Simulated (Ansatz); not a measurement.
`C=CN(C)C`, charge 0, multiplicity 1.

(1) Give a relaxed structure at PBE0-D4/def2-TZVP (Ansatz 0.2.0). (Estimate.)

## Answers

(1) Ansatz gave: 
```xyz
14

C     1.900    0.065    0.836
C     0.989   -0.568    0.088
N    -0.181   -0.055   -0.415
C    -0.559    1.272   -0.017
C    -1.265   -0.974   -0.647
H     2.815   -0.446    1.101
H     1.779    1.083    1.180
H     1.162   -1.600   -0.205
H     0.257    1.968   -0.224
H    -1.432    1.587   -0.590
H    -0.801    1.340    1.055
H    -0.872   -1.911   -1.046
H    -1.958   -0.556   -1.382
H    -1.834   -1.205    0.267
```
This is one stationary point; other conformers may exist.
